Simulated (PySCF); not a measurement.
This PySCF input asks for the spin–spin couplings of hydroxide ([OH-], [HO]-); the geometry comes from GFN2-xTB.

```python
import basis_set_exchange as bse
import numpy as np
from pyscf import gto, dft
from pyscf.data import nist
from pyscf.prop import ssc

atoms = """
O     0.490768   -0.003012   -0.002697
H    -0.488011    0.004280   -0.011452
"""
names = dict.fromkeys(["O", "H"], "pcJ-1")
basis = {el: gto.basis.parse(bse.get_basis(n, elements=[el], fmt="nwchem")) for el, n in names.items()}
mol = gto.M(atom=atoms, basis=basis, charge=-1, verbose=0)
mf = dft.RKS(mol, xc="B3LYP")
mf.grids.level = 2
mf.grids.alignment = dft.numint.BLKSIZE   # the property module wants whole blocks of grid points
mf.conv_tol = 1e-9
mf.kernel()

sc = ssc.RKS(mf)
sc.with_fcsd = True   # Fermi contact and spin-dipole together
sc.max_cycle_cphf = 60
g = {"H": 5.58569468, "O": -0.757516}   # nuclear g factors of 1H, 17O
sc.nuc_pair = [(i, j) for i in range(mol.natm) for j in range(i + 1, mol.natm)
               if mol.atom_pure_symbol(i) in g and mol.atom_pure_symbol(j) in g]
K = sc.kernel()
unit = nist.HARTREE2J / nist.PLANCK * (0.5 * nist.E_MASS / nist.PROTON_MASS) ** 2
for (i, j), k in zip(sc.nuc_pair, K):
    a, b = mol.atom_pure_symbol(i), mol.atom_pure_symbol(j)
    J = unit * g[a] * g[b] * np.trace(k) / 3
    if abs(J) >= 1:
        print("%s%d %s%d %8.1f Hz" % (a, i, b, j, J))
```

Question: What does it print?

Answer: 
```
O0 H1    -50.1 Hz
```

These numbers come from an equivalent density-fitted implementation of the same equations, which agrees with the script to about 0.1 Hz, so last digits may differ.

Size and cost of the density-fitted run: 37 basis functions, 0.3 s wall time (0.2 s CPU) on 1 thread of an x86-64 server CPU, shared host.
